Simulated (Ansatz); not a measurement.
# H2S2 (SMILES SS): CCSD(T)/STO-3G

What is the energy change on altering one bond length of H2S2 at CCSD(T)/STO-3G? 

The calculation is run with Ansatz 0.2.0.

44 further runs of the same task are left out: 10 that didn't finish, 34 set aside as unsound or not needed.

### Step 1. The system as given

H2S2 has 4 atoms, charge 0, and is taken as a singlet. As SMILES, `SS`. Geometry: relaxed at PBE0-D4/def2-TZVP.

Bond lengths: S1–S2 2.046 Å, S1–H3 1.347 Å, S2–H4 1.347 Å. Angles: S1–S2–H4 98.6°, S2–S1–H3 98.6°.

### Step 2. A single-point energy at CCSD(T)/STO-3G

The input, job.yaml:

```yaml
crystal:
  periodic: [false, false, false]
  atoms:
    - symbol: S
      position_ang: [0.784480, -0.789210, 0.166690]
    - symbol: S
      position_ang: [0.060220, 1.121560, 0.067360]
    - symbol: H
      position_ang: [-0.225420, -1.352590, 0.856880]
    - symbol: H
      position_ang: [-0.619290, 1.020250, -1.090950]
basis:
  gaussian:
    orbitals: STO-3G
correlation:
  method: ccsd_t
  frozen_orbitals: {H: 0, S: 5}
accuracy: high
scf:
  omitted_lower_state_checks: [cluster_reference, increment]
```

Launch:

```
$ ansatz run job.yaml --threads 1 --pin off --max-ram 3480MiB --events-out events.jsonl --progress --plain --runs-dir runs
```

Log:

```text
Warning: RAYON_NUM_THREADS=1 ignored (pool sized by the plan → 1); use --threads N
Functional definition: HF
  name "HF"
  exchange = exact_x
  correlation = 0
these checks for a lower state are left out or cut short: cluster_reference, increment
344 factors; integrals over basis functions are off by at most 1.3e-8 eV
mean field evaluation 1: about -21428.2268 eV, gradient 9.4e0 eV
mean field evaluation 2: about -21428.2730 eV, gradient 9.5e0 eV
mean field evaluation 4: about -21428.7074 eV, gradient 2.0e-1 eV
mean field evaluation 8: about -21428.7073 eV, gradient 1.3e-5 eV
mean field -21428.70726893 eV, -787.4904672339 hartree, gradient 3.2e-8 eV, S^2 0.000000; 0 other end points of the search recorded, 0 dependent functions left out
10 core orbitals not correlated: weight in the atoms' cores, before any rotation towards them, 1.000 or more for the frozen orbitals, at most 0.000 for the correlated occupied ones
reference -21428.70726893 eV, -787.4904672339 hartree; 7, 7 occupied and 3, 3 virtual orbitals, 344 factors
second order -1.29860871 eV of doubles, -0.00000000 eV of singles
cycle   1  -1.67002084 eV  change   -3.7e-1 eV  update   5.3e-2
cycle   2  -1.87125179 eV  change   -2.0e-1 eV  update   2.1e-2
cycle   3  -1.87676516 eV  change   -5.5e-3 eV  update   3.5e-3
cycle   4  -1.87707800 eV  change   -3.1e-4 eV  update   1.0e-3
cycle   5  -1.87695384 eV  change    1.2e-4 eV  update   2.7e-4
cycle   6  -1.87687209 eV  change    8.2e-5 eV  update   4.0e-5
cycle   7  -1.87688958 eV  change   -1.7e-5 eV  update   1.4e-5
cycle   8  -1.87689314 eV  change   -3.6e-6 eV  update   3.7e-6
cycle   9  -1.87689143 eV  change    1.7e-6 eV  update   1.4e-6
cycle  10  -1.87689167 eV  change   -2.5e-7 eV  update   4.1e-7
cycle  11  -1.87689178 eV  change   -1.1e-7 eV  update   1.2e-7
cycle  12  -1.87689174 eV  change    4.2e-8 eV  update   4.0e-8
cycle  13  -1.87689175 eV  change   -1.1e-8 eV  update   1.8e-8
cycle  14  -1.87689098 eV  change    7.7e-7 eV  update   1.5e-7
cycle  15  -1.87689062 eV  change    3.6e-7 eV  update   6.4e-8
cycle  16  -1.87689060 eV  change    2.2e-8 eV  update   9.6e-9
cycle  17  -1.87689060 eV  change   -6.8e-9 eV  update   3.4e-9
cycle  18  -1.87689061 eV  change   -2.9e-9 eV  update   1.0e-9
cycle  19  -1.87689061 eV  change  -8.5e-10 eV  update  2.9e-10
perturbative correction -0.00776279 eV, -0.0002852773 hartree
Total energy: -21430.59192233 eV, -787.5597269688 hartree
Checks for a lower state left out: cluster_reference, increment
```

It took 0.1 s on 1 thread of Intel Xeon 6975P-C (Granite Rapids), shared host.

### Step 3. The distorted shape at the same level

The input, job.yaml:

```yaml
basis:
  gaussian: {orbitals: STO-3G}
crystal:
  periodic: [false, false, false]
  atoms:
    - {symbol: S, position_ang: [0.965545, -1.266903, 0.191523]}
    - {symbol: S, position_ang: [0.060220, 1.121560, 0.067360]}
    - {symbol: H, position_ang: [-0.044355, -1.830283, 0.881713]}
    - {symbol: H, position_ang: [-0.619290, 1.020250, -1.090950]}
correlation: {method: ccsd_t, frozen_orbitals: {H: 0, S: 5}}
accuracy: high
scf: {omitted_lower_state_checks: [cluster_reference, increment]}
```

Launch:

```
$ ansatz run job.yaml --threads 1 --pin off --max-ram 3480MiB --events-out events.jsonl --progress --plain --runs-dir runs
```

Log:

```text
Warning: RAYON_NUM_THREADS=1 ignored (pool sized by the plan → 1); use --threads N
Functional definition: HF
  name "HF"
  exchange = exact_x
  correlation = 0
these checks for a lower state are left out or cut short: cluster_reference, increment
328 factors; integrals over basis functions are off by at most 2.0e-8 eV
mean field evaluation 1: about -21426.1570 eV, gradient 9.9e0 eV
mean field evaluation 2: about -21426.1793 eV, gradient 1.0e1 eV
mean field evaluation 4: about -21426.6715 eV, gradient 1.3e-1 eV
mean field evaluation 8: about -21426.6713 eV, gradient 1.1e-5 eV
mean field evaluation 16: about -21421.1256 eV, gradient 6.5e0 eV
mean field -21426.67126274 eV, -787.4156453863 hartree, gradient 1.5e-8 eV, S^2 0.000000; 2 other end points of the search recorded, 0 dependent functions left out; unrestricted orbitals would lower it
10 core orbitals not correlated: weight in the atoms' cores, before any rotation towards them, 1.000 or more for the frozen orbitals, at most 0.000 for the correlated occupied ones
reference -21426.67126274 eV, -787.4156453863 hartree; 7, 7 occupied and 3, 3 virtual orbitals, 328 factors
second order -1.82633004 eV of doubles, -0.00000000 eV of singles
cycle   1  -2.39880404 eV  change   -5.7e-1 eV  update   9.0e-2
cycle   2  -2.80464767 eV  change   -4.1e-1 eV  update   4.3e-2
cycle   3  -2.81100600 eV  change   -6.4e-3 eV  update   7.9e-3
cycle   4  -2.81576238 eV  change   -4.8e-3 eV  update   3.0e-3
cycle   5  -2.81495994 eV  change    8.0e-4 eV  update   8.9e-4
cycle   6  -2.81455717 eV  change    4.0e-4 eV  update   3.8e-4
cycle   7  -2.81504274 eV  change   -4.9e-4 eV  update   2.6e-4
cycle   8  -2.81505333 eV  change   -1.1e-5 eV  update   1.7e-4
cycle   9  -2.81484992 eV  change    2.0e-4 eV  update   6.5e-5
cycle  10  -2.81490953 eV  change   -6.0e-5 eV  update   1.8e-5
cycle  11  -2.81491232 eV  change   -2.8e-6 eV  update   3.5e-6
cycle  12  -2.81491300 eV  change   -6.8e-7 eV  update   1.3e-6
cycle  13  -2.81491260 eV  change    4.0e-7 eV  update   6.9e-7
cycle  14  -2.81491322 eV  change   -6.2e-7 eV  update   4.3e-7
cycle  15  -2.81491291 eV  change    3.2e-7 eV  update   2.5e-7
cycle  16  -2.81491300 eV  change   -8.8e-8 eV  update   1.4e-7
cycle  17  -2.81491300 eV  change   -7.7e-9 eV  update   5.2e-8
cycle  18  -2.81491295 eV  change    5.5e-8 eV  update   2.7e-8
cycle  19  -2.81491160 eV  change    1.3e-6 eV  update   3.5e-7
cycle  20  -2.81491104 eV  change    5.7e-7 eV  update   1.8e-7
cycle  21  -2.81491079 eV  change    2.4e-7 eV  update   6.6e-8
cycle  22  -2.81491078 eV  change    1.2e-8 eV  update   2.3e-8
cycle  23  -2.81491082 eV  change   -3.7e-8 eV  update   1.4e-8
cycle  24  -2.81491082 eV  change   -4.2e-9 eV  update   9.1e-9
cycle  25  -2.81491082 eV  change    8.4e-9 eV  update   5.1e-9
cycle  26  -2.81491081 eV  change    3.9e-9 eV  update   2.2e-9
cycle  27  -2.81491081 eV  change   1.3e-10 eV  update  7.5e-10
perturbative correction -0.00756109 eV, -0.0002778650 hartree
Total energy: -21429.49373464 eV, -787.5193693156 hartree
Checks for a lower state left out: cluster_reference, increment
```

Run time: 0.12 s. Hardware: 1 thread of Intel Xeon 6975P-C (Granite Rapids), shared host.

### Step 4. Summary of results

At CCSD(T)/STO-3G, 10 core orbitals frozen:

| quantity | value |
| --- | --- |
| first shape: total energy | -787.55973 Eh |
| first shape: correlation energy (10 core orbitals frozen) | -69.3 mEh |
| first shape: (T) correction | -0.29 mEh |
| first shape: T1 diagnostic | 0.006 |
| distorted shape: total energy | -787.51937 Eh |
| distorted shape: correlation energy (10 core orbitals frozen) | -103.7 mEh |
| distorted shape: (T) correction | -0.28 mEh |
| distorted shape: T1 diagnostic | 0.010 |
| energy change with the S1–S2 bond stretched from 2.046 to 2.557 Å | 1.098 eV |

With the S1–S2 bond stretched from 2.046 to 2.557 Å the energy rises by 1.10 eV (25 kcal/mol). The first shape isn't relaxed at this level, so the change isn't measured from a minimum. The minimal basis adds a large error of its own. The triples (first shape) make up 0.4 % of the correlation energy. The restricted solution (distorted shape) is unstable to spin breaking: an unrestricted one lies lower. The triples (distorted shape) make up 0.3 % of the correlation energy.
